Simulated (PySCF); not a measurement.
A structure optimised at PBE-D3(BJ)/def2-TZVPD, used in a PySCF frequency run:

```xyz
2

Cl     0.0000     0.0000    -1.0028
Cl     0.0000     0.0000     1.0028
```
Charge 0, spin multiplicity 1.

Q: Write its SMILES, formula and point group.

A: ClCl, Cl2, D∞h

Q: What are its rotational constants (standard atomic weights)?

A: 7.0876 GHz (linear rotor, B only)
